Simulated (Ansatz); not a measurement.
# SiH2 (SMILES [SiH2]): the energy, rung by rung

SiH2: 3 atoms, total charge 0, spin state singlet. SMILES: `[SiH2]`. The coordinates come from a PBE0-D4/def2-TZVP relaxation.

```xyz
3

Si   -0.4912    0.4686   -0.2136
H     0.8403    0.5786    0.5225
H    -0.3491   -1.0472   -0.3089
```

Each level gives the energy change with the Si1–H2 bond stretched from 1.525 to 3.051 Å (eV). The values are calculated.

```json
{"level": "HF/cc-pVDZ (restricted)", "kind": "Hartree–Fock", "program": "Ansatz", "value (eV)": "3.98", "less FCI/cc-pVDZ": "+1.16", "CPU time (all runs)": "0.39 s"}
{"level": "SVWN5/cc-pVDZ (restricted)", "kind": "LDA", "program": "Ansatz", "value (eV)": "3.07", "less FCI/cc-pVDZ": "+0.25", "CPU time (all runs)": "1.1 s"}
{"level": "r2SCAN/cc-pVDZ (restricted)", "kind": "meta-GGA", "program": "Ansatz", "value (eV)": "3.27", "less FCI/cc-pVDZ": "+0.45", "CPU time (all runs)": "3.7 s"}
{"level": "B3LYP/cc-pVDZ (restricted)", "kind": "global hybrid", "program": "Ansatz", "value (eV)": "3.25", "less FCI/cc-pVDZ": "+0.43", "CPU time (all runs)": "1.9 s"}
{"level": "PBE0/cc-pVDZ (restricted)", "kind": "global hybrid", "program": "Ansatz", "value (eV)": "3.41", "less FCI/cc-pVDZ": "+0.59", "CPU time (all runs)": "1.8 s"}
{"level": "HSE06/cc-pVDZ (restricted)", "kind": "range-separated hybrid", "program": "Ansatz", "value (eV)": "3.38", "less FCI/cc-pVDZ": "+0.56", "CPU time (all runs)": "2.2 s"}
{"level": "B2PLYP/cc-pVDZ (restricted)", "kind": "double hybrid", "program": "Ansatz", "value (eV)": "3.36", "less FCI/cc-pVDZ": "+0.54", "CPU time (all runs)": "2.7 s"}
{"level": "CCSDT/cc-pVDZ (restricted)", "kind": "coupled cluster or CI", "program": "Ansatz", "value (eV)": "2.82", "less FCI/cc-pVDZ": "0.00", "CPU time (all runs)": "1.8 s"}
{"level": "FCI/3-21G", "kind": "exact in the basis", "program": "Ansatz", "value (eV)": "2.34", "less FCI/cc-pVDZ": "-0.48", "CPU time (all runs)": "1.1 s"}
{"level": "FCI/cc-pVDZ", "kind": "exact in the basis", "program": "Ansatz", "value (eV)": "2.82", "less FCI/cc-pVDZ": "0.00", "CPU time (all runs)": "10 s"}
```

FCI/cc-pVDZ is exact within its basis and frozen core, so for wave-function methods in that basis the difference is their error; functionals converge differently with the basis, so for them it is only a difference. A spin-restricted reference rises too steeply as a bond breaks; here HF/cc-pVDZ, SVWN5/cc-pVDZ, r2SCAN/cc-pVDZ, B3LYP/cc-pVDZ, PBE0/cc-pVDZ, HSE06/cc-pVDZ, B2PLYP/cc-pVDZ, CCSDT/cc-pVDZ lie well above the multireference or unrestricted value. The first shape isn't each level's own minimum. The values span 2.34 to 3.98 eV. High-level rows in very small sets aren't better than simpler rows in larger ones. In so small a basis fixed costs decide the times, and correlated methods can beat functionals. Times are those of the runs behind each value, whatever else they computed, on shared processors of several kinds: orders of magnitude only.
